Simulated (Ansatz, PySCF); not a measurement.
Species: methane, CH₄, net charge 0, singlet state. 
Structure (B3LYP-D3(BJ)/def2-TZVP (Ansatz, a first-principles code) minimum search):
SMILES: C
```xyz
5

C      0.0000     0.0000     0.0000
H      0.6205     0.6269     0.6390
H     -0.6429    -0.6249     0.6185
H      0.6369    -0.6328    -0.6166
H     -0.6146     0.6308    -0.6409
```
Charge 0, spin multiplicity 1.


Wanted: enthalpy of formation at 298 K (from the atomisation energy, B3LYP-D3(BJ)/def2-TZVP harmonic zero-point and thermal terms from PySCF, and the atoms' enthalpies of formation in the G2/97 table; no spin-orbit terms, and no core term in the frozen-core levels), in kcal/mol. Correlated levels leave the core frozen unless marked. UHF or UKS for open shells. Spin-orbit coupling is left out. Non-relativistic. The coupled-cluster limit lacks core correlation, which all-electron functionals hold. CBS marks a two-point X^-3 extrapolation of the correlation energy; Hartree-Fock from the larger set. The bracket is a focal-point correction in the basis named.

Measured: -17.8 kcal/mol (Active Thermochemical Tables 1.112 (ions: stationary electron), as tabulated in the package chemicals); it holds spin-orbit and relativistic effects, which these rows lack, and core correlation, which the frozen-core levels lack.

```
level                                                                 program  enthalpy of formation at 298 K (kcal/mol)  error against measurement
-------------------------------------------------------------  --------------  -----------------------------------------  -------------------------
PBE/def2-TZVPD                                                         Ansatz                                      -16.9                        0.9
PBE-D3(BJ)/def2-TZVPD                                          Ansatz + dftd3                                      -17.7                        0.1
PBE-D4/def2-TZVPD                                              Ansatz + dftd4                                      -17.5                        0.3
PBE0-D3(BJ)/def2-TZVP                                          Ansatz + dftd3                                      -15.0                        2.8
PBE0-D4/def2-TZVP                                              Ansatz + dftd4                                      -14.9                        2.9
r2SCAN0/def2-TZVPD                                                     Ansatz                                      -13.6                        4.2
M06-2X/def2-TZVPD                                                       PySCF                                      -14.9                        2.9
HSE06/def2-TZVPD                                                       Ansatz                                      -14.8                        3.0
LC-wPBE-D3(BJ)/def2-TZVPD                                      Ansatz + dftd3                                      -13.8                        4.0
MP2/def2-SVPD                                                          Ansatz                                        0.0                       17.8
MP2/cc-pVQZ                                                            Ansatz                                      -12.3                        5.5
MP2/def2-QZVPP                                                         Ansatz                                      -12.3                        5.5
RI-MP2/aug-cc-pVQZ                                                     Ansatz                                      -12.6                        5.2
RI-MP2/CBS(cc-pVTZ,cc-pVQZ)                                            Ansatz                                      -15.3                        2.5
CCSD(T)/cc-pVTZ                                                        Ansatz                                      -10.4                        7.4
CCSD(T)/cc-pwCVTZ                                                      Ansatz                                      -10.5                        7.3
CCSD(T) with core electrons/cc-pwCVTZ                                  Ansatz                                      -11.7                        6.1
CCSDT/cc-pVDZ                                                          Ansatz                                        7.5                       25.3
RI-MP2/CBS(def2-TZVPP,def2-QZVPP)+[CCSD(T)-MP2]/def2-SVP               Ansatz                                      -19.3                       -1.5
RI-MP2/CBS(def2-TZVPPD,def2-QZVPPD)+[CCSD(T)-MP2]/def2-QZVPPD          Ansatz                                      -17.2                        0.6
CCSD(T)/CBS(def2-TZVPPD,def2-QZVPPD)                                   Ansatz                                      -17.0                        0.8
```
